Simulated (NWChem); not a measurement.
Everything below was run with NWChem. System: N, charge 0, spin multiplicity 4. Its SCF solution wasn't tested for a lower state. Level: URI-MP2/cc-pVTZ, 1 core orbitals frozen.

Job file:

```
start mol
memory heap 200 mb stack 900 mb global 1100 mb
geometry units angstroms nocenter noautoz
  N      0.000000     0.000000     0.000000
  symmetry group D2h
end
basis spherical
  * library cc-pvtz
end
basis "ri-mp2 basis" spherical
  * library cc-pvtz-ri
end
scf
  uhf
  nopen 3
  maxiter 100
  thresh 1e-7
  semidirect memsize 60000000 filesize 0
  # guess.movecs holds the orbitals of an unrestricted PBE0 run
  vectors input guess.movecs output mol.movecs
end
mp2
  freeze core 1
end
task rimp2 energy
```

Part of the output:

```
             Northwest Computational Chemistry Package (NWChem) 7.3.0
             --------------------------------------------------------

                                NWChem Input Module
                                -------------------

 Scaling coordinates for geometry "geometry" by  1.889725989
 (inverse scale =  0.529177249)

                             Geometry "geometry" -> ""
                             -------------------------

 Output coordinates in angstroms (scale by  1.889725989 to convert to a.u.)

  No.       Tag          Charge          X              Y              Z
 ---- ---------------- ---------- -------------- -------------- --------------
    1 N                    7.0000     0.00000000     0.00000000     0.00000000

 Effective nuclear repulsion energy (a.u.)       0.0000000000

            Nuclear Dipole moment (a.u.)
            ----------------------------
        X                 Y               Z
 ---------------- ---------------- ----------------
     0.0000000000     0.0000000000     0.0000000000

      Symmetry information
      --------------------

 Group name             D2h
 Group number             26
 Group order               8
 No. of unique centers     1

      Symmetry unique atoms

     1


 Summary of "ao basis" -> "" (spherical)
 ------------------------------------------------------------------------------
       Tag                 Description            Shells   Functions and Types
 ---------------- ------------------------------  ------  ---------------------
 *                          cc-pvtz                   on all atoms

 Summary of "ri-mp2 basis" -> "" (spherical)
 ------------------------------------------------------------------------------
       Tag                 Description            Shells   Functions and Types
 ---------------- ------------------------------  ------  ---------------------
 *                         cc-pvtz-ri                 on all atoms

 Summary of "ao basis" -> "ao basis" (spherical)
 ------------------------------------------------------------------------------
       Tag                 Description            Shells   Functions and Types
[...]
 RI-MP2 Calculation Information:
          Nr. of AO basis functions:         30
     Nr. of fitting basis functions:         81
               Nr. of MO spin cases:          2
        Nr. of MOs to be correlated:         29         29
     Nr. of occupied MOs correlated:          4          1
      Nr. of virtual MOs correlated:         25         28

          RI integral approximation: 'V'
    Threshold for Schwarz screening:  1.000E-09
 Smallest eigenvalue retained in fit  1.000E-08
    Type of storage for MO integrals 'EAF library'

 Transformation block size    4, requiring     1 integral passes.
 XForm_3cInts: Completed     1:    4 pass.
 Transformation block size    1, requiring     1 integral passes.
 XForm_3cInts: Completed     1:    1 pass.
 Energy evaluation using block sizes     4    4
 RIMP2_V_E2: Approx. ints. done (    1:    4,    1:    4)
 RIMP2_V_E2: Copy to B done (    1:    4,    1:    4)
 RIMP2_V_E2: Denominators done (    1:    4,    1:    4)
 RIMP2_V_E2: Completed block (    1:    4,    1:    4)
 RIMP2_V_E2: Approx. ints. done (    1:    4,    1:    1)
 RIMP2_V_E2: Copy to B done (    1:    4,    1:    1)
 RIMP2_V_E2: Denominators done (    1:    4,    1:    1)
 RIMP2_V_E2: Completed block (    1:    4,    1:    1)
 RIMP2_V_E2: Approx. ints. done (    1:    1,    1:    1)
 RIMP2_V_E2: Copy to B done (    1:    1,    1:    1)
 RIMP2_V_E2: Denominators done (    1:    1,    1:    1)
 RIMP2_V_E2: Completed block (    1:    1,    1:    1)

          -------------------------------------------
          SCF energy                 -54.400686206502
          Correlation energy          -0.095931188743
          Total MP2 energy           -54.496617395245
          -------------------------------------------

 -----------------------
 Performance information
 -----------------------

 Timer overhead =  1.97D-07 seconds/call

               Nr. of calls         CPU time (s)                 Wall time (s)                GFlops
             ---------------    -------------------     ------------------------------   -------------------
Name         Min   Avg   Max    Min     Avg     Max     Min     Avg     Max   Mx/calls   Min     Max     Sum
Overall       1     1     1   0.20    0.20    0.20     0.20    0.20    0.20    0.20      0.0     0.0     0.0
3c integr     2     2     2   3.63E-2 3.63E-2 3.63E-2  3.63E-2 3.63E-2 3.63E-2 1.81E-2   0.0     0.0     0.0
Energy        1     1     1   2.84E-3 2.84E-3 2.84E-3  2.84E-3 2.84E-3 2.84E-3 2.84E-3   0.0     0.0     0.0
3c integr     2     2     2   3.55E-2 3.55E-2 3.55E-2  3.55E-2 3.55E-2 3.55E-2 1.78E-2   0.0     0.0     0.0
First 2/3     6     6     6   1.45E-4 1.45E-4 1.45E-4  1.45E-4 1.45E-4 1.45E-4 2.42E-5   0.0     0.0     0.0
Final 1/3     2     2     2   1.61E-4 1.61E-4 1.61E-4  1.61E-4 1.61E-4 1.61E-4 8.07E-5   0.0     0.0     0.0
Write 3c      2     2     2   1.94E-4 1.94E-4 1.94E-4  1.95E-4 1.95E-4 1.95E-4 9.73E-5   0.0     0.0     0.0
Read 3c i     3     3     3   7.69E-5 7.69E-5 7.69E-5  7.69E-5 7.69E-5 7.69E-5 2.56E-5   0.0     0.0     0.0
Fitting b     1     1     1   5.55E-3 5.55E-3 5.55E-3  5.55E-3 5.55E-3 5.55E-3 5.55E-3   0.0     0.0     0.0
Schwarz i     1     1     1   3.28E-3 3.28E-3 3.28E-3  3.28E-3 3.28E-3 3.28E-3 3.28E-3   0.0     0.0     0.0
Form 4ci      3     3     3   1.36E-4 1.36E-4 1.36E-4  1.36E-4 1.36E-4 1.36E-4 4.54E-5   0.0     0.0     0.0
Form A &      3     3     3   1.93E-3 1.93E-3 1.93E-3  1.93E-3 1.93E-3 1.93E-3 6.45E-4   0.0     0.0     0.0
Denominat     3     3     3   1.59E-5 1.59E-5 1.59E-5  1.59E-5 1.59E-5 1.59E-5 5.29E-6   0.0     0.0     0.0
Pair Ener     3     3     3   1.35E-4 1.35E-4 1.35E-4  1.35E-4 1.35E-4 1.35E-4 4.49E-5   0.0     0.0     0.0

 The average no. of pstat calls per process was 3.30D+01
 with a timing overhead of 6.49D-06s

 Task  times  cpu:        0.2s     wall:        0.2s

 Total times  cpu:        0.2s     wall:        0.2s
```
